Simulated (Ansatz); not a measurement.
# Isomers

Structures of CH3BN (charge -1), closed shell, relaxed at PBE0-D4/def2-TZVPD (vibrations not checked; lower isomers may exist, and structures with a doubtful reference or unclear bonds are left out). Computed with Ansatz 0.2.0 (basis: def2-TZVPPD); correlated methods freeze the cores. B3LYP uses VWN-RPA correlation.

Q: Rank them by CCSD(T) energy, lowest first, and give each one's height above the lowest. Links in brackets join atoms within 1.22 times the sum of their covalent radii (1.1 for two metals). (Judge from chemistry; the value comes from the calculation.)
A.
CH₃BN ([BH]1[CH][NH]1), total charge -1
```
6
angstrom
B -0.3779 -0.3232 -0.1776
C 0.9184 0.0480 0.2012
N 0.0635 -0.8505 1.1712
H -1.3364 -0.3907 -0.9008
H -0.2729 -0.2629 1.9340
H 1.9840 -0.0992 0.0936
```
B.
CH₃BN ([BH2]1[CH][N]1), total charge -1
```
6
angstrom
B -0.6084 0.1171 -0.2456
C 0.8679 -0.1015 0.1629
N 0.0861 -0.3931 1.1078
H -1.2083 -0.7097 -0.9319
H -1.1084 1.2416 -0.2471
H 1.9711 -0.1544 0.1539
```
C.
CH₃BN ([BH2][N][CH]), total charge -1
```
6
angstrom
B -0.7350 0.2238 -0.6082
N 0.3851 -0.0933 0.0880
C 1.4770 -0.3882 0.6258
H -1.4621 -0.6547 -1.0287
H -1.0149 1.3879 -0.8180
H 1.3500 -0.4755 1.7410
```

A: Computed: B (0.00 kcal/mol), C (3.28 kcal/mol), A (34.51 kcal/mol). Heights count from the lowest.

Q: Do PBE-D4, r2SCAN-D4, PBE0-D4, B3LYP-D4, wB97M-V, HF, MP2 give the same order? (A judgement: the text doesn't fix the answer.)

A: Computed: Lowest first: PBE-D4 C < B < A; B3LYP-D4 C < B < A. The others agree with CCSD(T).

No T1 diagnostic of these runs exceeds 0.025. The highest PBE0 orbital of the anion lies well above zero, so the extra electron may be unbound in the gas phase.

For scale, one of the runs: CCSD(T)/def2-TZVPPD, 162 basis functions, launched by `ansatz run in.yaml --threads 2 --pin off --events-out ev --progress --plain --max-ram 4352MiB`. Time: 20 s of wall clock on 2 CPU threads of an Arm Neoverse V1; the host was shared. Peak host memory: 1.2 GiB.
